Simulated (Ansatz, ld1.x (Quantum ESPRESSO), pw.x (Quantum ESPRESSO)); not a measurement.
## Cl (Z = 17): does the RRKJ potential hold in the solid?

Cl, norm-conserving RRKJ (Kleinman–Bylander form), made with ld1.x (Quantum ESPRESSO) 7.5 (LDA (PW92), scalar-relativistic). Core [Ne], reference 3s2 3p5. Waves: 3s (bound): rc 1.05 bohr; 3p (bound): rc 1.15 bohr; 3d channel at 0.35 Ry: rc 1.10 bohr. Local part: all-electron potential smoothed inside 0.90 bohr (lloc = -1). Core correction: none.

Crystal test: sc Cl in pw.x 7.5, no spin, 12³ k-points, Fermi–Dirac smearing 0.01 Ry, cutoffs 110/440 Ry. The reference is all-electron LAPW (Ansatz 0.2.0) with the same functional, mesh and smearing; V0 and B0 come from Birch–Murnaghan fits to the pressures at five volumes. Errors are pseudo minus all-electron; Δ is the rms difference of the E(V) curves that follow from these fits, minima aligned, over ±6 % about the mean V0. Mesh and smearing are coarse, so the numbers serve the comparison and aren't converged zero-temperature values; the lattice is a test structure that the element need not adopt.

| V (Å³/atom) | P all-electron (GPa) | P pseudo (GPa) |
| --- | --- | --- |
| 19.815 | 2.96 | 1.91 |
| 20.337 | 1.33 | 0.37 |
| 20.858 | -0.07 | -0.95 |
| 21.379 | -1.27 | -2.08 |
| 21.901 | -2.30 | -3.05 |

All-electron: a0 = 2.751 Å (V0 = 20.83 Å³/atom), B0 = 52.2 GPa.

Pseudopotential: mean pressure error (GPa): -0.89; a0 (Å): 2.736; a0 error (%): -0.57; B0 error (%): +3.1; Δ (meV/atom): 4.1. This is a poor potential for the solid.

Question: At the middle volume, how do free energy and pressure move when the wave cutoff is lowered (ecutrho kept at four times it)?

Answer:

```
cutoff (Ry)  shift of F (meV/atom)  shift of P (GPa)
         50                 +482.1             -3.02
         66                 +184.8             -5.09
         88                   +8.7             -0.72
```

Input at the middle volume:

```
&control
  calculation='scf', prefix='x', pseudo_dir='./', outdir='./tmp', tstress=.true., disk_io='none'
/
&system
  ibrav=0, nat=1, ntyp=1, ecutwfc=110, ecutrho=440, nbnd=11,
  occupations='smearing', smearing='fd', degauss=0.01
/
&electrons
  conv_thr=1e-09, mixing_beta=0.4, electron_maxstep=70
/
ATOMIC_SPECIES
Cl 1.0 Cl.UPF
CELL_PARAMETERS angstrom
  2.75269158 0.00000000 0.00000000
  0.00000000 2.75269158 0.00000000
  0.00000000 0.00000000 2.75269158
ATOMIC_POSITIONS crystal
Cl 0.0000 0.0000 0.0000
K_POINTS automatic
12 12 12 0 0 0
```

```bash
pw.x < Cl.scf.in > Cl.scf.out
```

Lines of the output:

```
Message from routine setup:
     using ibrav=0 with symmetry is DISCOURAGED, use correct ibrav instead
     lattice parameter (alat)  =       5.2018  a.u.
     unit-cell volume          =     140.7568 (a.u.)^3
     number of electrons       =         7.00
     number of Kohn-Sham states=           11
     kinetic-energy cutoff     =     110.0000  Ry
     charge density cutoff     =     440.0000  Ry
     scf convergence threshold =      1.0E-09
     Exchange-correlation= PW
     number of k points=    84  Fermi-Dirac smearing, width (Ry)=  0.0100
     iteration #  1     ecut=   110.00 Ry     beta= 0.40
     c_bands:  2 eigenvalues not converged
     c_bands:  3 eigenvalues not converged
     total energy              =     -29.97015403 Ry
     estimated scf accuracy    <       0.00030078 Ry
     iteration #  2     ecut=   110.00 Ry     beta= 0.40
     total energy              =     -29.97018663 Ry
     estimated scf accuracy    <       0.00009788 Ry
     iteration #  3     ecut=   110.00 Ry     beta= 0.40
     total energy              =     -29.97019155 Ry
     estimated scf accuracy    <       0.00000435 Ry
     iteration #  4     ecut=   110.00 Ry     beta= 0.40
     total energy              =     -29.97019192 Ry
     estimated scf accuracy    <       0.00000004 Ry
     iteration #  5     ecut=   110.00 Ry     beta= 0.40
     total energy              =     -29.97019194 Ry
     estimated scf accuracy    <          2.2E-09 Ry
     iteration #  6     ecut=   110.00 Ry     beta= 0.40
     the Fermi energy is     4.0551 ev
!    total energy              =     -29.97019194 Ry
     estimated scf accuracy    <          7.8E-11 Ry
     smearing contrib. (-TS)   =      -0.00488592 Ry
     The total energy is F=E-TS. E is the sum of the following terms:
     one-electron contribution =      -1.46803349 Ry
     hartree contribution      =       3.85407485 Ry
     xc contribution           =      -5.62469711 Ry
     ewald contribution        =     -26.72665027 Ry
     convergence has been achieved in   6 iterations
          total   stress  (Ry/bohr**3)                   (kbar)     P=       -9.49
     Message from routine punch:
     Nothing written, as per user request (disk_io='none')
```

The run at the middle volume (84 k-points, 6 iterations) took about 25 s on one core of a shared host (Neoverse-V1, 32 threads, 247 GiB, load 15).
